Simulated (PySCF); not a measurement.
## Boron: a sound run and one with changed settings

Sound run: B [He] 2s2 2p1, B⁺ [He] 2s2. Calculation: PySCF 2.14, in jorge-DZP-DKH; scalar relativity by spin-free X2C-1e. The sound run starts from symmetry-adapted Hartree-Fock orbitals and uses a fine grid where one is needed.

A second run was set up differently.

| species | method | sound run (hartree) | changed run (hartree) | converged |
| --- | --- | --- | --- | --- |
| B | UHF | -24.53694 | -24.53694 | yes |
| B | TPSS | -24.67269 | -24.72921 | yes |
| B | r2SCAN | -24.64151 | -24.71625 | yes |
| B⁺ | UHF | -24.24193 | -24.24193 | yes |
| B⁺ | TPSS | -24.35101 | -24.35101 | yes |
| B⁺ | r2SCAN | -24.31980 | -24.31980 | yes |

Ionisation energy of B:

```csv
method,sound run (eV),changed run (eV)
UHF,8.028,8.028
TPSS,8.753,10.291
r2SCAN,8.754,10.788
```

**Question.** What was changed?
A. minimal basis
B. angular grid far too coarse
C. too few SCF iterations
D. basis contracted for another Hamiltonian

**Answer.** B. It used 6 angular points. A coarse angular grid integrates products of high-l functions wrongly, so density functionals can shift, and the SCF can exploit the error; Hartree-Fock and MP2 need no grid.
